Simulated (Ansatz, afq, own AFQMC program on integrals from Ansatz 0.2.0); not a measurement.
Two steps: Ansatz 0.2.0 writes the Fock matrix and Cholesky factors of the valence space, and afq projects on them the lowest state that overlaps trial and start.

```yaml
crystal:
  periodic: [false, false, false]
  atoms:
    - {symbol: C, position_ang: [0.044087, -1.400609, 0.589578]}
    - {symbol: C, position_ang: [0.977189, -0.230231, 0.342193]}
    - {symbol: O, position_ang: [0.350489, 1.010623, 0.414166]}
    - {symbol: In, position_ang: [-1.117885, 1.718790, -0.823035]}
    - {symbol: Cl, position_ang: [-1.998681, 3.810515, -0.078391]}
    - {symbol: H, position_ang: [0.591353, -2.356321, 0.600928]}
    - {symbol: H, position_ang: [-0.722900, -1.463281, -0.202329]}
    - {symbol: H, position_ang: [-0.472609, -1.284847, 1.554519]}
    - {symbol: H, position_ang: [1.765562, -0.225016, 1.121642]}
    - {symbol: H, position_ang: [1.512324, -0.371893, -0.619052]}
basis:
  gaussian: {orbitals: def2-SVP}
magnetization: {spin_polarized: true, initial_magnetization: 1}
correlation: {method: ccsd_t, electrons: outside_noble_gas, hamiltonian_folder: ham}
```

```sh
$ ansatz run in.yaml --threads 1 --pin off --events-out ev --progress --plain --max-ram 16896MiB --backend cuda --devices 0, --max-vram 18GiB
```

Options of the walk:

```
--method phaseless --trial cisd --walkers 1300 --populations 20 --least-time 60 --time-step 0.005 --steps-per-block 50 --equilibration-blocks 28 --max-blocks 4000 --target-error 0.00032 --factor-cut 1e-05 --start spin_pure --seed 2120 --release-times 0.21,0.42,0.63,0.9 --release-step 0.03 --release-every 5 --taylor-order 6
```

Times are imaginary, in 1/Eh. The walk had a cap of 375 s. With eight or more populations the least sampling time is a fifth of least-time, and the error comes from their spread. Filled inner d shells are frozen with the cores. Core potentials past Kr, no spin–orbit coupling.

afq prints:

```
orbitals 94  electrons 15 14  factors 813 of 1179
reference energy -802.00042528 Eh
CCSD correlation -0.69150878 Eh in 16 cycles, weight of the determinant in the CISD state 0.7805
energy of the start -802.690164 Eh
 block  time / (1/Eh)  mean weight  energy / Eh
     1     0.250  1.0004  -802.664450
     2     0.500  0.9997  -802.677978
     3     0.750  1.0004  -802.690788
     4     1.000  1.0010  -802.698064
     5     1.250  1.0012  -802.700082
     7     1.750  1.0001  -802.708168
     9     2.250  1.0004  -802.709734
    13     3.250  0.9997  -802.709903
    19     4.750  1.0001  -802.713151
    25     6.250  0.9998  -802.710899
    31     7.750  1.0005  -802.714695
    37     9.250  0.9999  -802.712396
    43    10.750  0.9995  -802.715619
    49    12.250  1.0000  -802.714643
    55    13.750  0.9992  -802.718844
    61    15.250  1.0010  -802.721425
    67    16.750  1.0009  -802.714176
    73    18.250  1.0008  -802.718806
    79    19.750  0.9997  -802.715834
    85    21.250  0.9998  -802.710916
    91    22.750  1.0006  -802.711178
    97    24.250  0.9997  -802.711976
   103    25.750  1.0002  -802.710936
   109    27.250  0.9995  -802.710657
   115    28.750  0.9997  -802.715085
   121    30.250  1.0003  -802.721072
   127    31.750  0.9999  -802.716193
   130    32.500  0.9995  -802.726121
   133    33.250  1.0001  -802.712902
   139    34.750  0.9993  -802.713106
   145    36.250  1.0001  -802.715905
   148    37.000  1.0006  -802.709248
error from the spread of 20 populations
released: time / (1/Eh)  energy / Eh  error  mean overlap
  0.21  -802.714106  0.000611  1.0015
  0.42  -802.713519  0.000627  1.0085
  0.63  -802.714081  0.000587  1.0061
  0.90  -802.714602  0.000687  0.9981
energy -802.714775 +/- 0.000501 Eh
(rows thinned)
```

The run passed its tests (sampling time, drift between the halves within three errors, error under three times the target), which doesn't prove that it has relaxed, ending at its cap on processor time. The second half of the sampling lies above the first by 1.7 errors of their difference, so the energy may still be moving and its error bar be too small.

Against this walk (error 13.6 meV) on the same determinant: CCSD(T) 97.0 meV higher. The error is statistical and leaves out the bias of the constraint. Released to 0.90 1/Eh the energy moves by 5 ± 23 meV (both errors), within twice the noise.

Cautions: constraint bias not in the error; error above the target (13.6 against 8.7 meV); no spin-orbit coupling; inner d shell frozen.

The walk took 6.3 min on 1 × NVIDIA H100 80GB HBM3 with 2 threads of AMD EPYC 7R13 Processor (Zen 3), on a shared host (the card was shared). The log's last line is the phaseless energy.
